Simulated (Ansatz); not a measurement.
**HgS (P3₂21, No. 154)**

The numbers are results of PBE-D3(BJ) (PAW; Ansatz, a program for electronic structure), not measurements.

Numerical settings: plane-wave cutoff 520 eV, 12×12×4 k mesh (along the axes of the cell as run), Fermi–Dirac smearing 0.01 eV, scalar-relativistic PAW data made under PBE.

Cell (relaxed at this level):

```
HgS
1.0
    2.08106    -3.60451     0.00000
    2.08106     3.60451     0.00000
    0.00000     0.00000     9.50542
Hg S
3 3
Direct
  0.71364   0.00000   0.66667
  0.00000   0.71364   0.33333
  0.28636   0.28636   0.00000
  0.49858   0.00000   0.16667
  0.00000   0.49858   0.83333
  0.50142   0.50142   0.50000
```

| Item | Value |
|---|---|
| bulk modulus | 21.8 GPa |
| band gap | 1.26 eV |
| smallest direct gap on the k points sampled | 1.29 eV |
| pressure derivative B′ of the bulk modulus | 8.9 |

Note: the bulk modulus comes from volumes at which shape and atoms were relaxed.

Spin–orbit coupling is not included.

Static lattice: no zero-point or thermal effects.
